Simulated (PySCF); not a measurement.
# Working out the ionisation energy of Cl

Cl [Ne] 3s2 3p5 (2P) → Cl+ [Ne] 3s2 3p4 (3P). All numbers are calculated (PySCF 2.14, scalar relativity by spin-free X2C-1e, in cc-pVDZ-DK (4s3p1d, 18 functions)). Frozen: [Ne]. Energies in hartree (1 hartree = 27.21139 eV):

| part | Cl (lower) | Cl+ (upper) |
| --- | --- | --- |
| UHF | -460.878426 | -460.444940 |
| CCSD correlation | -0.126609 | -0.106440 |
| (T) | -0.001150 | -0.001069 |

Problem. What does Hartree-Fock give?

Solution. (-460.444940) − (-460.878426) = 0.433486 hartree = 11.796 eV.

Problem. What do CCSD and CCSD(T) give?

Solution. The CCSD correlation energies differ by 0.020169 hartree = 0.549 eV and the triples by 0.000081 hartree = 0.002 eV, so CCSD gives 12.345 eV and CCSD(T) 12.347 eV.

Measured between the centres of the two terms (NIST): 12.974 eV, so CCSD(T) (valence) is off by -0.627 eV.

A double-zeta basis recovers only part of the correlation energy.

What remains against the reference includes basis incompleteness, the frozen core and higher excitations.
